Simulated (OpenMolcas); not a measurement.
**Setting up AlH3O (SMILES [OH][AlH2]) in OpenMolcas**

The species is AlH3O (5 atoms), meant as a singlet with charge 0. As SMILES, `[OH][AlH2]`. Geometry: a GFN2-xTB relaxation, a rough one for these elements and not checked as a minimum.

```xyz
5

O     0.4668   -0.8405    0.5301
Al   -0.2293    0.4110   -0.2596
H     0.8711   -1.5660    0.9879
H    -1.1462    0.1480   -1.4573
H     0.0375    1.8474    0.1989
```

Settings wanted:

```
method                    : DFT
reference                 : RKS
integral approximation    : none
basis set                 : STO-3G
task                      : energy
functional                : PBE0
dispersion                : none
nucleus                   : point
integration grid          : UltraFine
SCF convergence threshold : 1e-10
```

Q: Give an OpenMolcas 26.06 job that does this.

A: This one ran through:

input.xyz:
```
5

O      0.466850    -0.840530     0.530140
Al    -0.229260     0.411010    -0.259630
H      0.871080    -1.565960     0.987920
H     -1.146160     0.148040    -1.457320
H      0.037500     1.847440     0.198890
```

job.inp:
```
&GATEWAY
BASLIB = $CurrDir
COORD = input.xyz
BASIS = STO-3G
GROUP = NoSym
&SEWARD
GRIDINPUT
Grid=UltraFine
End of Grid
&SCF
KSDFT = PBE0
THRESHOLDS = 1e-10 1e-07 1e-07 1e-05
PRORBITALS = 1 1
```

```bash
$ export MOLCAS_MEM=1860
$ pymolcas job.inp > job.log
```

(Basis files named in the input come from the Basis Set Exchange and aren't shown.)

Calculated total energy: -315.26400 Eh.
